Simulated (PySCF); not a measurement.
Peak assignment

Atoms are numbered as in `[CH3:1][CH2:2][C:3]([NH2:4])=[O:5]`. Hydrogens are named by the atom that carries them. Ha(N4) is cis to the C=O or C=S heteroatom; Hb(N4) is trans to the C=O or C=S heteroatom.

PySCF 2.14.0 with density-fitted response routines calculation with couplings computed with B3LYP/pcJ-1 (spin–dipole term only in couplings to heteroatoms), GIAO CAM-B3LYP/pcSseg-2 shieldings and geometry from PBE0-D3(BJ)/def2-SVP; a single conformation, non-relativistic Hamiltonian, fast rotation and ring inversion assumed for equivalent nuclei, no solvent.

References, each an isolated molecule treated in the same way: $^{13}$C (182.55 ppm) and $^{1}$H (31.34 ppm) against TMS.

Question: Assign these signals to the numbered atoms. $^{13}$C{$^{1}$H} NMR (computed): δ 183.8 (C), 30.4 (CH2), 9.6 (CH3).

Answer: 
| δ (ppm) | atoms | environment | reason |
| --- | --- | --- | --- |
| 183.8 | C3 | amide carbonyl carbon | lone-pair donation from the attached heteroatom keeps it upfield of a ketone carbonyl |
| 30.4 | C2 | sp3 CH2 α to a carbonyl | α to the electron-withdrawing carbonyl group |
| 9.6 | C1 | methyl carbon | aliphatic region, no heteroatom directly attached |

Question: Assign these signals to the numbered atoms. $^{1}$H NMR (300 MHz, computed): δ 4.70 (br, 1H), 4.59 (br, 1H), 2.09 (q, J = 8.4 Hz, 2H), 1.09 (t, J = 8.4 Hz, 3H).

Answer: 
| δ (ppm) | atoms | environment | reason |
| --- | --- | --- | --- |
| 4.70 | Hb(N4) | hydrogen on an amide-type nitrogen | exchangeable; this is the value without hydrogen bonding to other molecules |
| 4.59 | Ha(N4) | hydrogen on an amide-type nitrogen | – |
| 2.09 | H(C2) | hydrogen on an sp3 CH2 α to a carbonyl | α to C=O |
| 1.09 | H(C1) | hydrogen on a methyl carbon | – |

Hb(N4) and Ha(N4) lie closer than the usual error of such a calculation, so a measured spectrum could show them in the other order.

OH and NH positions are those of a molecule without intermolecular hydrogen bonds; in solution they move with solvent, concentration and temperature, and exchange usually removes their couplings. The two substituents on the amide-type nitrogen aren't averaged: C–N rotation is slow on the NMR time scale. Splittings below 1 Hz are ignored in the labels, and close J values are merged. Unscaled 3J(H,H) at this level run about 10 % above measured values. Shifts are as computed, not scaled to solution data. Of 1211 compounds with measured shifts, 218 miss one by over three times the rms of a fit or turn the order of signals round; such compounds aren't used in these exercises. Hydrogen bonding in solution deshields acid and N–H amide carbonyl carbons by as much as 10 ppm beyond these values.
